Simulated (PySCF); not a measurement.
## Cost against result

Saddle point of BH2ClO, singlet (BH₂ClO ([OH][BH][Cl]) → BHO ([BH][O]) + HCl; bonds formed: Cl2–H4; bonds broken: B1–Cl2, O3–H4), PBE0-D4/def2-TZVP structure:

```
5
angstrom
B -0.3510 -0.0172 -0.5700
Cl 0.9854 0.8382 1.0705
O -0.4505 -1.1200 0.0045
H 0.3460 -0.4921 0.9029
H -0.5297 0.7911 -1.4079
```

Barriers are electronic and count from the start structure reached by relaxing down the imaginary mode.

PySCF 2.14 with density fitting (its default auxiliary sets; JK sets also for MP2 and CCSD(T)); basis: as named in each row; cores frozen in the correlated methods. B3LYP uses VWN-RPA correlation. Extrapolation: Hartree–Fock as exp(−7.88 √X), correlation as X^−2.97.

Times are rough, for one single point on 4 threads of a shared host (Arm Neoverse V1).

The estimate by CCSD(T) at an estimated basis limit (MP2 extrapolated from triple and quadruple zeta, plus CCSD(T) − MP2 in triple zeta) is 51.20 kcal/mol.

```json
{"method": "HF", "basis": "STO-3G", "time (s)": "under 1", "barrier (kcal/mol)": "81.96", "method less estimate": "30.77"}
{"method": "B3LYP-D4", "basis": "6-31G", "time (s)": "2", "barrier (kcal/mol)": "52.91", "method less estimate": "1.71"}
{"method": "MP2", "basis": "def2-QZVPP", "time (s)": "2", "barrier (kcal/mol)": "49.91", "method less estimate": "-1.28"}
{"method": "PBE0-D4", "basis": "def2-SVP", "time (s)": "2", "barrier (kcal/mol)": "50.17", "method less estimate": "-1.03"}
{"method": "PBE-D4", "basis": "def2-SVP", "time (s)": "2", "barrier (kcal/mol)": "44.35", "method less estimate": "-6.84"}
{"method": "SPW92", "basis": "def2-TZVPP", "time (s)": "4", "barrier (kcal/mol)": "44.08", "method less estimate": "-7.12"}
{"method": "CCSD(T)", "basis": "def2-SVP", "time (s)": "4", "barrier (kcal/mol)": "52.83", "method less estimate": "1.63"}
{"method": "PBE0-D4", "basis": "def2-TZVPP", "time (s)": "4", "barrier (kcal/mol)": "50.31", "method less estimate": "-0.89"}
{"method": "B3LYP-D4", "basis": "def2-TZVPP", "time (s)": "4", "barrier (kcal/mol)": "49.08", "method less estimate": "-2.12"}
{"method": "BHLYP-D4", "basis": "def2-TZVPP", "time (s)": "4", "barrier (kcal/mol)": "55.23", "method less estimate": "4.03"}
{"method": "PBE-D4", "basis": "def2-TZVPP", "time (s)": "5", "barrier (kcal/mol)": "44.82", "method less estimate": "-6.37"}
{"method": "r2SCAN-D4", "basis": "def2-TZVPP", "time (s)": "10", "barrier (kcal/mol)": "48.30", "method less estimate": "-2.90"}
{"method": "wB97M-V", "basis": "def2-TZVPP", "time (s)": "56", "barrier (kcal/mol)": "50.64", "method less estimate": "-0.56"}
{"method": "CCSD(T)", "basis": "def2-TZVPP", "time (s)": "56", "barrier (kcal/mol)": "51.83", "method less estimate": "0.63"}
```

All methods are single points on the PBE0-D4 structures.

No T1 diagnostic of these runs exceeds 0.018.

Labels in which every atom is bracketed show which atoms are joined, not bond orders.
